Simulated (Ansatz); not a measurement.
**How far each method lies from UCCSDT(Q) for SBr⁺, triplet**

Geometry: that of the SBr⁺, singlet, kept fixed.

```xyz
2

S     0.0000    0.0000    0.0000
Br    0.0000    0.0000    2.0193
```

Basis cc-pVDZ; Ansatz 0.2.0. Correlated methods freeze the noble-gas cores and the filled d shells of p-block atoms, which leaves 12 electrons in 26 orbitals. Prefix R: restricted or restricted open-shell reference; prefix U: unrestricted. Active spaces: valence = (12e, 8o) chosen from the atoms' valence shells. No spin–orbit coupling is included, and no scalar relativity.

Full CI isn't at hand for all of this; UCCSDT(Q) serves as the reference, and is uncertain by about the last step of the cluster series. The frozen core follows each run's orbitals, which can shift R against U totals by a few meV for light atoms and by up to 0.1 eV past Ca.

```
UHF ⟨S²⟩                          : 2.024
T1 diagnostic (RCCSD)             : 0.0412
largest doubles amplitude (RCCSD) : 0.074
T1 diagnostic (UCCSD)             : 0.0353
```

Question: From what is known of these methods and the diagnostics, rank them by the size of their error in total energy against UCCSDT(Q) in cc-pVDZ, smallest first (an estimate: the text doesn't fix the numbers).
A. UCCSD
B. UCCSDT
C. UMP2
D. UHF
E. UCCSD(T)

Answer: B (2.0 kJ/mol), E (4.8 kJ/mol), A (26.5 kJ/mol), C (98.5 kJ/mol), D (652.9 kJ/mol).

All errors are against UCCSDT(Q) in cc-pVDZ. Within each family the higher level lies nearer, as is usual though not guaranteed.

Natural occupations of CASSCF (valence space) about the gap: 1.976 1.976 1.957 1.024 1.024 0.050; effectively unpaired electrons, Σ n²(2−n)², 2.02.
